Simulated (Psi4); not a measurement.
# [HO2]− (hydroperoxide(1-)) at CCSD/def2-TZVPPD

Aim: the energy change on altering one bond length of [HO2]− (hydroperoxide(1-)) at CCSD/def2-TZVPPD, from 2 runs. 

Program for the calculation: Psi4 1.11.

2 further runs of the same task are left out: 2 set aside as unsound or not needed.

## Step 1: The system as given

[HO2]− has 3 atoms, charge -1, and is taken as a singlet. As SMILES, `[O-]O`. Geometry: relaxed at PBE0-D4/def2-TZVPD.

Bond lengths: O1–O2 1.479 Å, O2–H3 0.961 Å. Angles: O1–O2–H3 100.1°.

## Step 2: The energy at CCSD/def2-TZVPPD

The input, job.dat:

```
memory 2.2 GB

molecule m {
  -1 1
  O     -0.357760     1.025590    -0.080830
  O     -0.242260    -0.445880    -0.180750
  H      0.600030    -0.579720     0.261570
  symmetry c1
  no_reorient
  no_com
}

set basis def2-TZVPPD
set puream true
set e_convergence 1e-09
set d_convergence 1e-08
set scf_type pk
set num_frozen_docc 2

energy('ccsd')
```

On the command line:

```sh
psi4 job.dat job.out -n 1
```

job.out:

```text
[...]
  Running in c1 symmetry.
[...]
  Nuclear repulsion =   29.527067200135448
[...]
  Multiplicity = 1
[...]
  Nalpha       = 9
  Nbeta        = 9
[...]
    Number of basis functions: 97
[...]
   @RHF iter   1:  -150.11165218557719   -9.91834e-01   4.98754e-03 ADIIS/DIIS
[...]
   @RHF iter  13:  -150.22495463264002   -8.01492e-12   5.88973e-09 DIIS
[...]
    Orbital Energies [Eh]
    ---------------------
    Doubly Occupied:
       1A    -20.317863     2A    -20.250108     3A     -1.110847
       4A     -0.820197     5A     -0.393362     6A     -0.290472
       7A     -0.258978     8A     -0.136492     9A     -0.109500
[...]
  @RHF Final Energy:  -150.22495463264002
   => Energetics <=
    Nuclear Repulsion Energy =             29.5270672001354484
    One-Electron Energy =                -272.1284038934153386
    Two-Electron Energy =                  92.3763820606399122
    Total Energy =                       -150.2249546326399923
[...]
 Multipole Moments:
 ------------------------------------------------------------------------------------
     Multipole            Electronic (a.u.)      Nuclear  (a.u.)        Total (a.u.)
 ------------------------------------------------------------------------------------
 L = 1.  Multiply by 2.5417464519 to convert [e a0] to [Debye]
 Dipole X            :          9.0296139           -7.9370954            1.0925185
 Dipole Y            :         -8.8747592            7.6684330           -1.2063262
 Dipole Z            :          3.9198357           -3.4602208            0.4596149
 Magnitude           :                                                    1.6911727
[...]
      * MP2 total energy                      = -150.732871735843474
[...]
      * CCSD total energy                     = -150.735125235765025
[...]
```

Wall time 56 s (1 thread of Intel Xeon at 2.50GHz (Skylake/Cascade Lake), shared host); peak memory 1.1 GiB.

## Step 3: The distorted shape

The input, job.json:

```json
{
  "schema_name": "qcschema_input",
  "schema_version": 1,
  "molecule": {
    "schema_name": "qcschema_molecule",
    "schema_version": 2,
    "symbols": ["O", "O", "H"],
    "geometry": [-0.74154932, 2.77231137, -0.09609824, -0.45780505, -0.84259108, -0.341568, 1.13389237, -1.09551203, 0.49429566],
    "molecular_charge": -1,
    "molecular_multiplicity": 1,
    "fix_symmetry": "c1",
    "fix_com": true,
    "fix_orientation": true
  },
  "driver": "energy",
  "model": {
    "method": "ccsd",
    "basis": "def2-TZVPPD"
  },
  "keywords": {
    "puream": true,
    "e_convergence": 1e-09,
    "d_convergence": 1e-08,
    "scf_type": "pk",
    "num_frozen_docc": 2
  }
}
```

On the command line:

```sh
psi4 --qcschema job.json -n 1 --memory 2200MB
```

stdout:

```text
[...]
  Running in c1 symmetry.
[...]
  Nuclear repulsion =   23.860121046489002
[...]
  Multiplicity = 1
[...]
  Nalpha       = 9
  Nbeta        = 9
[...]
    Number of basis functions: 97
[...]
   @RHF iter   1:  -150.07510052368571   -1.35983e+00   4.53030e-03 ADIIS/DIIS
[...]
   @RHF iter  15:  -150.18220143939166   -3.26850e-12   3.69058e-09 DIIS
[...]
    Orbital Energies [Eh]
    ---------------------
    Doubly Occupied:
       1A    -20.350025     2A    -20.286707     3A     -1.012475
       4A     -0.905478     5A     -0.344345     6A     -0.253515
       7A     -0.230088     8A     -0.186045     9A     -0.180917
[...]
  @RHF Final Energy:  -150.18220143939166
   => Energetics <=
    Nuclear Repulsion Energy =             23.8601210464890023
    One-Electron Energy =                -260.5854571477613604
    Two-Electron Energy =                  86.5431346618806856
    Total Energy =                       -150.1822014393916618
[...]
 Multipole Moments:
 ------------------------------------------------------------------------------------
     Multipole            Electronic (a.u.)      Nuclear  (a.u.)        Total (a.u.)
 ------------------------------------------------------------------------------------
 L = 1.  Multiply by 2.5417464519 to convert [e a0] to [Debye]
 Dipole X            :          9.4796828           -8.4609426            1.0187402
 Dipole Y            :        -15.1538811           14.3422503           -0.8116309
 Dipole Z            :          3.4702246           -3.0070343            0.4631904
 Magnitude           :                                                    1.3824332
[...]
      * MP2 total energy                      = -150.685805124523057
[...]
      * CCSD total energy                     = -150.698920258280339
[...]
```

The result, in JSON:

```text
{
 "driver": "energy",
 "model": {
  "method": "ccsd",
  "basis": "def2-TZVPPD"
 },
 "success": true,
 "return_result": -150.69892025828034,
 "properties": {
  "calcinfo_nbasis": 97,
  "calcinfo_nmo": 97,
  "calcinfo_nalpha": 9,
  "calcinfo_nbeta": 9,
  "calcinfo_natom": 3,
  "nuclear_repulsion_energy": 23.860121046489002,
  "return_energy": -150.69892025828034,
  "scf_one_electron_energy": -260.58545714776136,
  "scf_two_electron_energy": 86.54313466188069,
  "scf_dipole_moment": [1.018740205834657, -0.811630855334025, 0.4631903803399],
  "scf_total_energy": -150.18220143939166,
  "scf_iterations": 15,
  "mp2_same_spin_correlation_energy": -0.12396637292424312,
  "mp2_opposite_spin_correlation_energy": -0.37963731220669666,
  "mp2_singles_energy": -2.9544491010919312e-27,
  "mp2_doubles_energy": -0.5036036851309398,
  "mp2_correlation_energy": -0.5036036851309398,
  "mp2_total_energy": -150.68580512452306,
  "ccsd_same_spin_correlation_energy": -0.10891052288535652,
  "ccsd_opposite_spin_correlation_energy": -0.4078082960028515,
  "ccsd_singles_energy": 0.0,
  "ccsd_doubles_energy": -0.516718818888208,
  "ccsd_correlation_energy": -0.5167188188882083,
  "ccsd_total_energy": -150.69892025828034,
  "ccsd_iterations": 31
 }
}
```

Run time: 70 s. Hardware: 1 thread of Intel Xeon at 2.50GHz (Skylake/Cascade Lake), shared host; peak memory 1.1 GiB.

## Step 4: Results

Level: CCSD/def2-TZVPPD, 2 core orbitals frozen.

| quantity | value |
| --- | --- |
| first shape: total energy | -150.73513 Eh |
| first shape: HOMO energy (Hartree–Fock orbitals) | -2.98 eV |
| first shape: LUMO energy (Hartree–Fock orbitals) | 6.27 eV |
| first shape: HOMO–LUMO gap (to an unbound level, set by the basis) | 9.25 eV |
| first shape: correlation energy (2 core orbitals frozen) | -510.2 mEh |
| first shape: T1 diagnostic | 0.023 |
| distorted shape: total energy | -150.69892 Eh |
| distorted shape: HOMO energy (Hartree–Fock orbitals) | -4.92 eV |
| distorted shape: LUMO energy (Hartree–Fock orbitals) | 6.19 eV |
| distorted shape: HOMO–LUMO gap (to an unbound level, set by the basis) | 11.12 eV |
| distorted shape: correlation energy (2 core orbitals frozen) | -516.7 mEh |
| distorted shape: T1 diagnostic | 0.048 |
| energy change with the O1–O2 bond stretched from 1.479 to 1.923 Å | 0.985 eV |

In words: With the O1–O2 bond stretched from 1.479 to 1.923 Å the energy rises by 0.99 eV (22.7 kcal/mol). The first shape isn't relaxed at this level, so the change isn't measured from a minimum. The T1 diagnostic (first shape) of 0.023 is above the customary mark for such species, so a single reference may not serve. The T1 diagnostic (distorted shape) of 0.048 is above the customary mark for such species, so a single reference may not serve.
